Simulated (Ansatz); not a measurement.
**SiCl₄ (singlet): from Hartree-Fock to the top rungs, cc-pV(Q+d)Z**

One table from this session's results is given with a row withheld; the runs are named, their logs left out.

Method: cc-pV(Q+d)Z, core rule «outside noble gas», up to 25 orbitals frozen; program: Ansatz 0.2.0, Gaussian basis.

The runs, in order: UHF; CCSD(T) on RHF; BCCD(T) on RHF.

15 further runs of the same task are left out: 2 that didn't finish, 13 set aside as unsound or not needed.

## What is computed

The geometry is an MP2(full)/6-31G* stationary point (not a proven minimum).

5 atoms, charge 0, spin multiplicity 1.

Atoms are counted from 1 here; the program's logs count them from 0.

Bond lengths: Si1–Cl2 2.025 Å, Si1–Cl3 2.025 Å, Si1–Cl4 2.025 Å, Si1–Cl5 2.025 Å. Angles: Cl2–Si1–Cl3 109.5°, Cl2–Si1–Cl4 109.5°, Cl2–Si1–Cl5 109.5°, Cl3–Si1–Cl4 109.5°, Cl3–Si1–Cl5 109.5°, Cl4–Si1–Cl5 109.5°.

The first run:

in.yaml reads:

```yaml
crystal:
  periodic: [false, false, false]
  atoms:
    - {symbol: Si, position_ang: [0.000000, 0.000000, 0.000000]}
    - {symbol: Cl, position_ang: [1.169349, 1.169349, 1.169349]}
    - {symbol: Cl, position_ang: [-1.169349, -1.169349, 1.169349]}
    - {symbol: Cl, position_ang: [1.169349, -1.169349, -1.169349]}
    - {symbol: Cl, position_ang: [-1.169349, 1.169349, -1.169349]}
basis:
  gaussian: {orbitals: "cc-pV(Q+d)Z.json"}
magnetization: {spin_polarized: true, initial_magnetization: 0}
hamiltonian: {xc: hf}
output: {orbitals: {seedname: orbitals}}
```

The run is started by

```
ansatz run in.yaml --threads 1 --pin off --events-out ev --progress --plain --max-ram 3956MiB --backend cpu
```

Among the steps run: UHF; CCSD(T) on RHF; BCCD(T) on RHF.

One of the session's tables, all rows but one given; the rest of the session is left out.

It belongs to the step «Misses and costs». 

```
  method  from RCCSD(T) (kcal/mol)
     RHF                   +661.72
    RMP2                         ?
   RCCSD                    +31.08
RCCSD(T)                         0
 BCCD(T)                     -0.17
```

Q: Estimate the row for RMP2 from the others.

**Answer.** from RCCSD(T) (kcal/mol): +64.80. In the column «from RCCSD(T) (kcal/mol)» it lies between RCCSD (+31.08) and RHF (+661.72).
